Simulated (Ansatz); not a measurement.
**SiH3O+ (singlet): from Hartree-Fock to the top rungs, cc-pVDZ**

The task here is to estimate one member of a computed series from the others.

Method: cc-pVDZ, core rule «outside noble gas», up to 6 orbitals frozen; program: Ansatz 0.2.0, Gaussian basis.

The runs, in order: UHF; CCSD(T) on RHF; BCCD(T) on RHF; CISD; CCSDT(Q) on RHF.

26 further runs of the same task are left out: 1 for a known fault of the program, 8 that didn't finish, 17 set aside as unsound or not needed.

### What is computed

The geometry is a PBE0/def2-TZVP stationary point (not a proven minimum) of the parent state, kept for this charge and spin.

5 atoms, charge 1, spin multiplicity 1.

Atoms are counted from 1 here; the program's logs count them from 0.

Bond lengths: Si1–O2 1.652 Å, Si1–H3 1.497 Å, Si1–H4 1.487 Å, O2–H5 0.958 Å. Angles: O2–Si1–H3 111.3°, O2–Si1–H4 105.6°, H3–Si1–H4 110.5°, Si1–O2–H5 117.3°.

The first run:

The input, in.yaml:

```yaml
crystal:
  periodic: [false, false, false]
  atoms:
    - {symbol: Si, position_ang: [-0.086624, -0.032276, 0.579137]}
    - {symbol: O, position_ang: [0.088491, 0.099651, -1.058633]}
    - {symbol: H, position_ang: [0.642493, -1.228094, 1.108382]}
    - {symbol: H, position_ang: [0.485976, 1.218586, 1.144898]}
    - {symbol: H, position_ang: [-0.119403, -0.672933, -1.586426]}
basis:
  gaussian: {orbitals: cc-pVDZ}
total_charge: 1
magnetization: {spin_polarized: true, initial_magnetization: 0}
hamiltonian: {xc: hf}
output: {orbitals: {seedname: orbitals}}
```

Run with:

```
$ ansatz run in.yaml --threads 1 --pin off --events-out ev --progress --plain --max-ram 2393MiB
```

Steps of the session up to this table: UHF; CCSD(T) on RHF; BCCD(T) on RHF; CISD; CCSDT(Q) on RHF.

One of the session's tables, all rows but one given; the rest of the session is left out.

```
   method  from RCCSDT(Q) (meV)
      RHF               +8470.8
     RMP2                +858.4
     CISD                +911.4
    RCCSD                +264.6
 RCCSD(T)                 +46.3
  BCCD(T)                 +45.8
   RCCSDT                     ?
RCCSDT(Q)                     0
```

Q: Estimate the row for RCCSDT from the others.

As computed: from RCCSDT(Q) (meV): +25.4. In the column «from RCCSDT(Q) (meV)» it lies between RCCSDT(Q) (0) and BCCD(T) (+45.8).
